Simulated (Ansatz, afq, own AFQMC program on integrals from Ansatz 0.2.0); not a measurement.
AlH2O, doublet in cc-pVDZ along one coordinate

| atom | x (Å) | y (Å) | z (Å) |
| --- | --- | --- | --- |
| Al | 0.0000 | -0.0790 | 0.6344 |
| O | 0.0000 | 0.0002 | -1.0633 |
| H | 0.0000 | 1.3020 | 1.4673 |
| H | 0.0000 | 0.8101 | -1.5729 |

The Al1–O2 distance is changed with both sides rigid. Energies in kcal/mol count from this geometry (1.700 Å) at the same level; the start stands on UHF, each point on the determinant named.

Basis cc-pVDZ. Only valence electrons are correlated. Ansatz 0.2.0 and our own AFQMC program on the same integrals; the CISD trial comes from CCSD amplitudes, and released means the phaseless constraint is let go. Error bars are statistical, one sigma.

Cautions, each for one point or more: an unrestricted solution with more broken spin lies lower; higher spins were not checked; strong correlation; the search met a lower determinant of the same kind, perhaps of another symmetry, and this one is a saddle point; unrestricted determinant spin contaminated.

```
r(Al1–O2) / Å  det.     T1  weight  ⟨S²⟩  CCSD   PBE  CCSD(T)
        1.562   UHF  0.016    0.91  0.76  12.1  12.4     12.3
        1.880   UHF  0.021    0.90  0.76   4.2   3.1      3.9
        2.350   UHF  0.033    0.88  0.76  46.7  40.5     45.1
        3.079   UHF  0.051    0.83  0.99  79.6  80.0     80.7
        4.496  UHF†  0.052    0.83  0.91  79.3  93.8     80.9
```

**Question.** Estimate the curve of CCSDT(Q), counted from the same start.

**Answer.** 
```json
{"r(Al1–O2) / Å": "1.562", "det.": "UHF", "T1": "0.016", "weight": "0.91", "⟨S²⟩": "0.76", "CCSDT(Q)": "12.4", "ph-AFQMC/CISD": "12.6 ± 0.5", "released AFQMC": "12.8 ± 0.5"}
{"r(Al1–O2) / Å": "1.880", "det.": "UHF", "T1": "0.021", "weight": "0.90", "⟨S²⟩": "0.76", "CCSDT(Q)": "3.7", "ph-AFQMC/CISD": "4.1 ± 0.5", "released AFQMC": "–"}
{"r(Al1–O2) / Å": "2.350", "det.": "UHF", "T1": "0.033", "weight": "0.88", "⟨S²⟩": "0.76", "CCSDT(Q)": "44.3", "ph-AFQMC/CISD": "46.0 ± 0.6", "released AFQMC": "44.3 ± 1.0*"}
{"r(Al1–O2) / Å": "3.079", "det.": "UHF", "T1": "0.051", "weight": "0.83", "⟨S²⟩": "0.99", "CCSDT(Q)": "80.6", "ph-AFQMC/CISD": "80.9 ± 0.5", "released AFQMC": "–"}
{"r(Al1–O2) / Å": "4.496", "det.": "UHF†", "T1": "0.052", "weight": "0.83", "⟨S²⟩": "0.91", "CCSDT(Q)": "81.1", "ph-AFQMC/CISD": "81.6 ± 0.5", "released AFQMC": "80.8 ± 0.6*"}
```

Weight is that of the determinant in the CISD state; at the start T1 is 0.018 and the weight 0.91, and ⟨S²⟩ is 0.76. An asterisk marks released energies that aren't shown to be converged. A dagger marks points whose determinant fills other symmetries than the start's, so the wave-function levels may follow another state there, or a degenerate partner. A dash marks a missing value, a released energy that hasn't settled or a functional that sits on another state. Largest departures from CCSDT(Q), at the points where its series has closed: CCSD(T) 0.9 kcal/mol at 2.350 (on UHF), ph-AFQMC/CISD 1.7 kcal/mol at 2.350 (on UHF), CCSD 2.4 kcal/mol at 2.350 (on UHF), PBE -3.8 kcal/mol at 2.350. Functionals count only at points shown to share the start's state and spin. In this small basis the wave-function levels are far from their limit, so their gap to the functionals isn't the functionals' error.

A walk keeps the symmetry of its determinant, which the program's search chose and which needn't be the lowest solution, so a lower state of the same spin and another symmetry isn't excluded.
